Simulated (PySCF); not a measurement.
Molecule: SMILES CS(=O)(=O)Cl, CH$_{3}$ClO$_{2}$S.

Atom-mapped SMILES (the numbers label the heavy atoms): `[CH3:1][S:2](=[O:3])(=[O:4])[Cl:5]`; H(Xn) means a hydrogen on atom n.

Geometry PBE0-D3(BJ)/def2-SVP throughout; GIAO in PySCF, gas phase, one conformer, non-relativistic; equivalent atoms averaged; functional PBE0.

(1) How do the shifts δ (against TMS, CS2, H2O, HCl at the same level) depend on the basis set? (ppm; last column core-seconds on 1 thread of an Arm Neoverse V1, shared host)

(2) Which nucleus moves most, in ppm?

(3) Taking the largest basis, IGLO-III (223 functions), as the yardstick, rank the others by their worst heavy-atom deviation.

## Answers

(1) 
```csv
basis set,functions,C1,S2,O3/O4,Cl5,H(C1),core-s
pcSseg-0,59,65.2,379.2,411.1,717.9,4.02,3.9
cc-pVDZ,93,52.8,327.3,323.5,600.8,2.96,6.5
aug-cc-pVDZ,150,53.3,329.5,307.7,635.5,3.47,11
cc-pVTZ,200,54.3,346.7,323.1,623.7,3.26,16
IGLO-III,223,56.9,377.4,332.6,686.1,3.38,17
```

(2) Cl5 (chlorine bonded to S): from 600.8 ppm with cc-pVDZ to 717.9 ppm with pcSseg-0. The smallest spread is 1.06 ppm, at H(C1). Proton shifts span only some 12 ppm, so a few tenths of a ppm matter as much there as several ppm in carbon.

(3) aug-cc-pVDZ 50.6 ppm (150 functions), cc-pVTZ 62.4 ppm (200 functions), pcSseg-0 78.5 ppm (59 functions), cc-pVDZ 85.3 ppm (93 functions).

A small basis that lands close on one nucleus may do so by chance; judge by the trend and by all nuclei.
